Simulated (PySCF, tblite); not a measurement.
**PH2O4 radical, a cluster model of a defect: EPR parameters**

Aim: the EPR parameters of `[O]P(=O)(O)O`. It is drawn as: P oxygen centre.

Programs: tblite 0.8.0 and PySCF 2.14.0. All values are calculated, for the isolated system unless a continuum is named. Atoms count from 0, parts from 1.

### 1 The system as given

7 atoms, charge 0, multiplicity 2; geometry: distance geometry start.

### 2 Relaxing the cluster with GFN2-xTB

Job settings and geometry (Å):

```
{"job": {"kind": "relax", "xc": "GFN2-xTB", "basis": "xTB"}, "charge": 0, "multiplicity": 2}
P     -0.405431    -0.357230    -0.056913
O     -1.209094    -1.259232    -0.962187
O     -1.321857    -0.042446     1.322018
O     -0.159178     1.210500    -0.739082
O      1.100420    -0.978751     0.357731
H      0.124252     1.786658     0.002113
H      1.843857    -0.370077     0.021011
```

Method: GFN2-xTB geometry optimisation, gas phase.

On the command line:

```console
> OMP_NUM_THREADS=1 python cluster_run.py task.json out
```

One launch serves the whole session: the jobs run in the order shown.

**Question.** The jobs that follow are: PBE0-D3(BJ)/def2-SVP geometry optimisation, gas phase; UKS B3LYP, IGLO-III on O P, pcH-1 on H, non-relativistic, mean-field spin-orbit, GIAO; UKS BHandHLYP, IGLO-III on O P, pcH-1 on H, non-relativistic, mean-field spin-orbit, GIAO. Predict: point group; rotational constants (main isotopes); g(iso) (B3LYP); ⟨S²⟩; largest a(iso).

**Answer**, as computed:

| quantity | value |
| --- | --- |
| point group | C1 |
| rotational constants (main isotopes) | 5.14, 4.52, 4.21 GHz |
| g(iso) (B3LYP) | 2.00991 |
| ⟨S²⟩ | 0.760 (exact 0.75) |
| largest a(iso) | 31P on P0, -141.9 MHz |

In words: Over 13 steps the energy fell by 0.134 eV; of the close pairs, P0–O4 changed most, 1.539 to 1.591 Å (PBE0/def2-SVP). No frequency check was run at this level, so the end point may be a saddle. The largest spin populations lie on O2 (0.55 e), O1 (0.52 e). The isotropic g lies 7.6 ppt above the free-electron value. The coupling of 31P on P0 runs from -192.5 (BHandHLYP/IGLO-III+pcH-1) to -141.9 MHz (B3LYP/IGLO-III+pcH-1).
